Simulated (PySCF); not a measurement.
# Gas-phase XPS of methanethiol, computed

Compound: methanethiol, CH₄S.
Numbering: `[CH3:1][SH:2]`

Cartesian coordinates in Å at the GFN2-xTB level; atoms count from 1:
```xyz
6
CH4S angstrom
C     -0.5040   -0.0131    0.0089
S      1.1262    0.7907   -0.1130
H     -0.5907   -0.5217    0.9642
H     -1.2415    0.7803   -0.0577
H     -0.6314   -0.7088   -0.8149
H      1.8445   -0.3255   -0.0089
```

The calculation used PySCF 2.14.0, delta-SCF UKS SCAN, pcX-2 on the ionised atom, pcseg-1 elsewhere, spin-free X2C. Binding energies are ΔSCF values: E(core-ionised, relaxed orbitals) − E(ground state) at a fixed geometry, referred to the vacuum level.

Question: Give the core binding energies atom by atom.

Answer: 
```
atom(s)      environment  level  binding energy (eV)  count
     S2     thiol sulfur   S 1s              2477.44      1
     C1  S-methyl carbon   C 1s               291.57      1
```

Question: Which photon energy gives electrons from C 1s of C1 a kinetic energy of 200 eV, and what is their de Broglie wavelength?

Answer: hν = 291.57 + 200 = 491.57 eV, recoil neglected; λ = 12.264 Å/√(E/eV) = 0.87 Å.

Not every level is listed. Geometry: GFN2-xTB; no solvent, vibrations or thermal averaging.
